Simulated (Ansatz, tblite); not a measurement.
# Si(PMe2)H3 (C2H9PSi): one state, many levels, part 2 of 2

How do method and basis change the picture of Si(PMe2)H3 (C2H9PSi) (singlet)?

Ansatz 0.2.0, Gaussian basis; as each input shows. The steps go on from the part before.

## Step 18: PBE0-D4/def2-TZVPD

in.yaml reads:

```yaml
crystal:
  periodic: [false, false, false]
  atoms:
    - {symbol: Si, position_ang: [0.437564, 0.684161, -1.663469]}
    - {symbol: P, position_ang: [0.440817, 0.704369, 0.610675]}
    - {symbol: C, position_ang: [1.029516, -1.053343, 0.899168]}
    - {symbol: C, position_ang: [-1.400490, 0.474323, 0.886377]}
    - {symbol: H, position_ang: [0.457980, -1.815526, 0.330081]}
    - {symbol: H, position_ang: [0.942203, -1.281416, 1.980986]}
    - {symbol: H, position_ang: [2.100874, -1.130421, 0.626825]}
    - {symbol: H, position_ang: [-1.837064, -0.371192, 0.315625]}
    - {symbol: H, position_ang: [-1.575565, 0.298125, 1.967092]}
    - {symbol: H, position_ang: [-1.931144, 1.406714, 0.609406]}
    - {symbol: H, position_ang: [1.858255, 0.669429, -2.164352]}
    - {symbol: H, position_ang: [-0.237953, 1.932317, -2.168914]}
    - {symbol: H, position_ang: [-0.284992, -0.517529, -2.229500]}
basis:
  gaussian: {orbitals: def2-TZVPD, initial_orbitals: start.molden}
hamiltonian: {xc: pbe0, dispersion: d4}
scf: {omitted_lower_state_checks: [starts]}
output: {orbitals: {seedname: orbitals}}
```

Launch:

```
$ ansatz run in.yaml --threads 4 --pin off --events-out ev --progress --plain --max-ram 3916MiB
```

The program printed:

```text
Functional definition: PBE0
  name "PBE0"
  cite "Adamo & Barone, J. Chem. Phys. 110, 6158 (1999) doi:10.1063/1.478522"
  cite "Perdew, Burke & Ernzerhof, Phys. Rev. Lett. 77, 3865 (1996) doi:10.1103/PhysRevLett.77.3865"
  parent pbe
  parameter a = 0.25
  parameter kappa = 0.804
  parameter beta = 0.06672455060314922
  exchange = (1 - a)*pbe_x(kappa = kappa, mu = beta*pi^2/3) + a*exact_x
  correlation = pbe_c(beta = beta)
these checks for a lower state are left out or cut short: starts
1395 factors; their error is unknown
mean field evaluation 1: about -19379.0328 eV, gradient 4.3e0 eV
mean field evaluation 2: about -19379.0535 eV, gradient 3.3e-2 eV
mean field evaluation 4: about -19379.0670 eV, gradient 2.1e-4 eV
mean field -19379.06695321 eV, -712.1675749270 hartree, gradient 1.4e-5 eV, S^2 0.000000; 0 other end points of the search recorded, 0 dependent functions left out
reference -19379.06699466 eV, -712.1675764504 hartree; 25, 25 occupied and 216, 216 virtual orbitals, 1395 factors
Total energy: -19379.31971826 eV, -712.1768638714 hartree
Checks for a lower state left out: starts
```

Wall time 4 s (4 threads of Intel Xeon at 2.70GHz, shared host).

Report: HOMO -6.64 eV, LUMO 0.00 eV.

## Step 19: PBE-D4/def2-TZVPD

Edit in.yaml of step 18 so:

```diff
@@ -18,3 +18,3 @@
   gaussian: {orbitals: def2-TZVPD, initial_orbitals: start.molden}
-hamiltonian: {xc: pbe0, dispersion: d4}
+hamiltonian: {xc: pbe, dispersion: d4}
 scf: {omitted_lower_state_checks: [starts]}
```

The command is unchanged.

The program printed:

```text
Functional definition: PBE
  name "PBE"
  cite "Perdew, Burke & Ernzerhof, Phys. Rev. Lett. 77, 3865 (1996) doi:10.1103/PhysRevLett.77.3865"
  parent pbe
  parameter kappa = 0.804
  parameter beta = 0.06672455060314922
  exchange = pbe_x(kappa = kappa, mu = beta*pi^2/3)
  correlation = pbe_c(beta = beta)
these checks for a lower state are left out or cut short: starts
1357 factors; their error is unknown
mean field evaluation 1: about -19376.8660 eV, gradient 1.2e1 eV
mean field evaluation 2: about -19376.9918 eV, gradient 1.8e-1 eV
mean field evaluation 4: about -19376.9480 eV, gradient 5.7e-4 eV
mean field -19376.94797209 eV, -712.0897038073 hartree, gradient 1.6e-5 eV, S^2 0.000000; 0 other end points of the search recorded, 0 dependent functions left out
reference -19376.94802853 eV, -712.0897058814 hartree; 25, 25 occupied and 216, 216 virtual orbitals, 1357 factors
Total energy: -19377.24576798 eV, -712.1006476042 hartree
Checks for a lower state left out: starts
```

It took 2.9 s on 4 threads of Intel Xeon at 2.70GHz, shared host.

HOMO -5.59 eV, LUMO -0.75 eV.

## Step 20: r2SCAN-D4/def2-TZVPD

Edit in.yaml of step 19 so:

```diff
@@ -18,3 +18,3 @@
   gaussian: {orbitals: def2-TZVPD, initial_orbitals: start.molden}
-hamiltonian: {xc: pbe, dispersion: d4}
+hamiltonian: {xc: r2scan, dispersion: d4}
 scf: {omitted_lower_state_checks: [starts]}
```

The command is unchanged.

The program printed:

```text
Functional definition: r2SCAN
  name "r2SCAN"
  cite "Furness, Kaplan, Ning, Perdew & Sun, J. Phys. Chem. Lett. 11, 8208 (2020) doi:10.1021/acs.jpclett.0c02405"
  cite "Furness, Kaplan, Ning, Perdew & Sun, J. Phys. Chem. Lett. 11, 9248 (2020) doi:10.1021/acs.jpclett.0c03077"
  parent r2scan
  parameter k0 = 0.174
  parameter k1 = 0.065
  parameter a1 = 4.9479
  exchange = r2scan_x(k0 = k0, k1 = k1, a1 = a1)
  correlation = r2scan_c
these checks for a lower state are left out or cut short: starts
1357 factors; their error is unknown
mean field evaluation 1: about -19385.7985 eV, gradient 8.2e0 eV
mean field evaluation 2: about -19385.8541 eV, gradient 7.8e-2 eV
mean field evaluation 4: about -19385.8120 eV, gradient 3.3e-4 eV
mean field -19385.81195709 eV, -712.4154492476 hartree, gradient 2.1e-5 eV, S^2 0.000000; 0 other end points of the search recorded, 0 dependent functions left out
reference -19385.81197379 eV, -712.4154498615 hartree; 25, 25 occupied and 216, 216 virtual orbitals, 1357 factors
Total energy: -19385.88581177 eV, -712.4181633571 hartree
Checks for a lower state left out: starts
```

Wall time 4.5 s (4 threads of Intel Xeon at 2.70GHz, shared host).

HOMO -5.76 eV, LUMO -0.33 eV.

## Step 21: CCSD(T)/def2-TZVP

Edit in.yaml of step 20 so:

```diff
@@ -17,4 +17,4 @@
 basis:
-  gaussian: {orbitals: def2-TZVPD, initial_orbitals: start.molden}
-hamiltonian: {xc: r2scan, dispersion: d4}
+  gaussian: {orbitals: def2-TZVP, initial_orbitals: start.molden}
+correlation: {method: ccsd_t}
 scf: {omitted_lower_state_checks: [starts]}
```

Same command.

The program printed, cut to the lines that bear on the results:

```text
Functional definition: HF
  name "HF"
  cite "Fock, Z. Phys. 61, 126 (1930) doi:10.1007/BF01340294"
  parent pbe
[...]
1284 factors; integrals over basis functions are off by at most 1.3e-3 eV
[...]
mean field -19338.99319102 eV, -710.6948913297 hartree, gradient 2.9e-6 eV, S^2 0.000000; 0 other end points of the search recorded, 0 dependent functions left out
12 core orbitals not correlated: weight in the atoms' cores, before any rotation towards them, 1.000 or more for the frozen orbitals, at most 0.000 for the correlated occupied ones
reference -19338.99319102 eV, -710.6948913297 hartree; 13, 13 occupied and 165, 165 virtual orbitals, 1284 factors
second order -16.80362316 eV of doubles, -0.00000000 eV of singles
cycle   1  -18.03633581 eV  change    -1.2e0 eV  update   9.8e-2
[...]
cycle   9  -18.66104694 eV  change    1.1e-5 eV  update   1.4e-5
perturbative correction -0.74372502 eV, -0.0273313904 hartree
Total energy: -19358.39796298 eV, -711.4080035460 hartree
Checks for a lower state left out: starts
```

It took 36 s on 4 threads of Intel Xeon at 2.70GHz, shared host; peak memory 2.1 GiB.

Hartree-Fock HOMO -9.09 eV, LUMO 3.17 eV; T1 0.012.

## Step 22: RPA/def2-TZVP

Edit in.yaml of step 21 so:

```diff
@@ -18,4 +18,4 @@
   gaussian: {orbitals: def2-TZVP, initial_orbitals: start.molden}
-correlation: {method: ccsd_t}
+hamiltonian: {xc: pbe}
+correlation: {method: rpa}
 scf: {omitted_lower_state_checks: [starts]}
-output: {orbitals: {seedname: orbitals}}
```

Same command.

The program printed, cut to the lines that bear on the results:

```text
Functional definition: PBE
  name "PBE"
  cite "Perdew, Burke & Ernzerhof, Phys. Rev. Lett. 77, 3865 (1996) doi:10.1103/PhysRevLett.77.3865"
  parent pbe
[...]
1284 factors; integrals over basis functions are off by at most 1.3e-3 eV
[...]
mean field -19376.92066377 eV, -712.0887002450 hartree, gradient 2.1e-6 eV, S^2 0.000000; 0 other end points of the search recorded, 0 dependent functions left out
12 core orbitals not correlated: weight in the atoms' cores, before any rotation towards them, 1.000 or more for the frozen orbitals, at most 0.000 for the correlated occupied ones
reference -19337.59205685 eV, -710.6434005986 hartree; 13, 13 occupied and 165, 165 virtual orbitals, 1284 factors
Total energy: -19367.83279421 eV, -711.7547271986 hartree
Checks for a lower state left out: starts
```

Wall time 4 s (4 threads of Intel Xeon at 2.70GHz, shared host).

## Step 23: Comparison

```
                 level  functions  HOMO (eV)  LUMO (eV)  gap (eV)    time
             HF/STO-3G         37      -6.66      10.45     17.11  0.26 s
              HF/6-31G         62      -9.03       3.52     12.55  0.56 s
          HF/def2-TZVP        190      -9.09       3.17     12.25   1.9 s
         LDA/def2-TZVP        190      -5.64      -0.78      4.86   1.4 s
       PBE-D4/def2-SVP        109      -5.48      -0.19      5.29   1.2 s
      PBE-D4/def2-TZVP        190      -5.56      -0.56      5.00   2.2 s
     PBE-D4/def2-TZVPD        241      -5.59      -0.75      4.85   2.9 s
   r2SCAN-D4/def2-TZVP        190      -5.75      -0.22      5.53   3.4 s
  r2SCAN-D4/def2-TZVPD        241      -5.76      -0.33      5.43   4.5 s
        B3LYP-D4/6-31G         62      -6.24       0.38      6.62   1.3 s
      PBE0-D4/def2-SVP        109      -6.59       0.64      7.23   1.4 s
     PBE0-D4/def2-TZVP        190      -6.63       0.25      6.88   4.8 s
    PBE0-D4/def2-TZVPD        241      -6.64       0.00      6.64     4 s
  r2SCAN0-D4/def2-TZVP        190      -6.75       0.46      7.21   4.2 s
    HSE06-D4/def2-TZVP        190      -6.23      -0.12      6.11   2.9 s
CAM-B3LYP-D4/def2-TZVP        190      -7.89       1.20      9.10   3.8 s
     LC-ωPBE/def2-TZVP        190      -9.19       2.34     11.53   3.1 s
     ωB97M-V/def2-TZVP        190      -8.73       1.88     10.62   8.1 s
```

The pieces so far (eV):

```
    basis           HF  MP2 correlation  CCSD correlation      (T)        total
def2-TZVP  -19338.9932         -16.8036          -18.6610  -0.7437  -19358.3980
```

## Step 24: Binding energy

Free atoms were run apart at each level; binding is atoms less cluster, divided by the number of atoms, without zero-point or spin-orbit terms.

Differences are taken before rounding.

```
                method  binding an atom (eV)  from CCSD(T)/def2-TZVP (eV)    time
             HF/STO-3G                 3.462                       +0.097  0.26 s
              HF/6-31G                 2.368                       -0.997  0.56 s
          HF/def2-TZVP                 2.619                       -0.746   1.9 s
         LDA/def2-TZVP                 3.922                       +0.557   1.4 s
       PBE-D4/def2-SVP                 3.529                       +0.164   1.2 s
      PBE-D4/def2-TZVP                 3.528                       +0.163   2.2 s
     PBE-D4/def2-TZVPD                 3.529                       +0.164   2.9 s
   r2SCAN-D4/def2-TZVP                 3.502                       +0.137   3.4 s
  r2SCAN-D4/def2-TZVPD                 3.503                       +0.138   4.5 s
        B3LYP-D4/6-31G                 3.353                       -0.012   1.3 s
      PBE0-D4/def2-SVP                 3.501                       +0.136   1.4 s
     PBE0-D4/def2-TZVP                 3.499                       +0.134   4.8 s
    PBE0-D4/def2-TZVPD                 3.500                       +0.135     4 s
  r2SCAN0-D4/def2-TZVP                 3.475                       +0.111   4.2 s
    HSE06-D4/def2-TZVP                 3.501                       +0.136   2.9 s
CAM-B3LYP-D4/def2-TZVP                 3.515                       +0.150   3.8 s
     LC-ωPBE/def2-TZVP                 3.466                       +0.101   3.1 s
     ωB97M-V/def2-TZVP                 3.513                       +0.149   8.1 s
         MP2/def2-TZVP                 3.349                       -0.016        
        CCSD/def2-TZVP                 3.329                       -0.036        
     CCSD(T)/def2-TZVP                 3.365                            0    36 s
```

Among the levels timed on like hardware and quicker than the yardstick, those that no quicker one beats, quickest first: HF/STO-3G (0.26 s, +0.097 eV); B3LYP-D4/6-31G (1.3 s, -0.012 eV).

## Step 25: Results

The summary covers parts 1 to 2.

| quantity | value |
| --- | --- |
| gap in def2-TZVP, named functionals and Hartree-Fock, smallest and largest | 4.86 eV (LDA), 12.25 eV (HF) |
| correlation energy, CCSD(T)/def2-TZVP | -19.40 eV |
| binding an atom, CCSD(T)/def2-TZVP | 3.365 eV |
| PBE0 total energy, smallest basis above largest | 8.35 eV (def2-SVP, def2-TZVPD) |

Over the named functionals and Hartree-Fock in def2-TZVP the gap runs from 4.86 eV (LDA) to 12.25 eV (HF); exact exchange widens it. A small miss in a minimal or small basis is a cancelling of errors, not accuracy. The functionals in def2-TZVP miss CCSD(T)/def2-TZVP by +0.101 (LC-ωPBE) to +0.557 eV (LDA) an atom. The reference is CCSD(T) in one finite basis, so it carries an error of its own, often a tenth of an eV or more, and near misses can't be ranked.

B3LYP-D4/6-31G reaches 0.012 eV from the reference in 1.3 s, where CCSD(T)/def2-TZVP took 36 s; the quickest level in the cost chart, HF/STO-3G, takes 0.26 s and misses by 0.097 eV. The slowest run with a step of its own, CCSD(T)/def2-TZVP, took 36 s; the quickest functional in def2-TZVP took 1.4 s (shared host).
